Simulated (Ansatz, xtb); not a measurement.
# A ladder of methods for [B2H5]− (SMILES B[BH3-])

[B2H5]− has 7 atoms, charge -1, and is taken as a singlet. As SMILES, `B[BH3-]`. Geometry: relaxed at GFN2-xTB.

Quantity: the vertical energy of the triplet above the singlet, in eV. The values are calculated.

| level | kind | program | value (eV) | CPU time (all runs) |
| --- | --- | --- | --- | --- |
| GFN2-xTB | semi-empirical | xtb | 3.17 | under 2 s |
| GFN0-xTB | semi-empirical | xtb | 3.56 | under 2 s |
| GFN1-xTB | semi-empirical | xtb | 4.04 | under 2 s |
| HF/STO-3G | Hartree–Fock | Ansatz | 3.74 | 0.15 s |
| SVWN5/STO-3G | LDA | Ansatz | 4.07 | 1.6 s |
| BLYP/STO-3G | GGA | Ansatz | 4.06 | 2.6 s |
| PBE/STO-3G | GGA | Ansatz | 3.96 | 2.5 s |
| revPBE/STO-3G | GGA | Ansatz | 3.94 | 2.6 s |
| r2SCAN/STO-3G | meta-GGA | Ansatz | 3.80 | 6.1 s |
| B3LYP/STO-3G | global hybrid | Ansatz | 4.12 | 2.8 s |

Sets without diffuse functions describe the anion poorly. The values span 3.17 to 4.12 eV. The xTB rows lack spin polarisation, so open shells miss the exchange term that lowers them. All rows use very small basis sets, so even the best lies far from the true value. Times are those of the runs behind each value, whatever else they computed, on shared processors of several kinds: orders of magnitude only.
